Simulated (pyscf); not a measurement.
This saddle point was located with ωB97X-D3(BJ)/def2-SVP in PySCF.

```xyz
6

C      0.7397    -0.3924     0.3733
F      0.9410     0.1522    -0.8379
H      0.3042     0.2736     1.1450
H     -0.4930    -0.7769     0.2001
H      0.9444    -1.4781     0.4641
F      2.2003    -0.1256     1.0581
```
Charge 0, spin multiplicity 2.

Surface: doublet, charge 0. Lowest wavenumbers (cm⁻¹): 1291i, 380, 384, 740, 981.

Problem. Which two sides does it connect, and which bonds change?

Solution. `[CH2][F]` [doublet] + `[FH]` ⇌ `[F][CH2][F]` + `[H]` [doublet], a concerted two-bond exchange read from left to right: C–H, F–H broken and C–H, C–F formed. At CCSD(T)/def2-TZVPP + ΔMP2(QZVPP) it lies +256.5 kJ/mol from the left side and +180.5 kJ/mol from the right (each side as separated species at their lowest minima found). Another saddle between the same species, by other bonds, lies lower (209.9 kJ/mol against 231.9 kJ/mol at ωB97M-D3(BJ)). The CCSD(T) − MP2 part came from Ansatz, without density fitting, on the same reference.
